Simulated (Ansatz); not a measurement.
# CNSi: the cost of one run

Computed with Ansatz 0.2.0, Gaussian basis. Level: def2-QZVPP, core rule «outside noble gas», up to 7 orbitals frozen.

To be run: UHF; ROHF; CCSD(T) on UHF.

## Step 1: The system

The geometry is a PBE0/def2-TZVP stationary point (not a proven minimum) of the parent state, kept for this charge and spin.

3 atoms, charge 1, spin multiplicity 3.

Atoms are counted from 1 here; the program's logs count them from 0.

Bond lengths: C1–N2 1.181 Å, N2–Si3 1.708 Å. Angles: C1–N2–Si3 180.0°.

## Step 2: UHF

in.yaml

```yaml
crystal:
  periodic: [false, false, false]
  atoms:
    - {symbol: C, position_ang: [0.000000, 0.000000, -1.356800]}
    - {symbol: N, position_ang: [0.000000, 0.000000, -0.175700]}
    - {symbol: Si, position_ang: [0.000000, 0.000000, 1.532500]}
basis:
  gaussian: {orbitals: "def2-QZVPP.json"}
total_charge: 1
magnetization: {spin_polarized: true, initial_magnetization: 2}
hamiltonian: {xc: hf}
output: {orbitals: {seedname: orbitals}}
```

Launch:

```console
$ ansatz run in.yaml --threads 1 --pin off --events-out ev --progress --plain --max-ram 2393MiB
```

What time and memory should one allow on 1 thread of Intel Xeon Platinum 8259CL at 2.50GHz, shared host?

About 22 s, with a peak of 0.41 GiB.
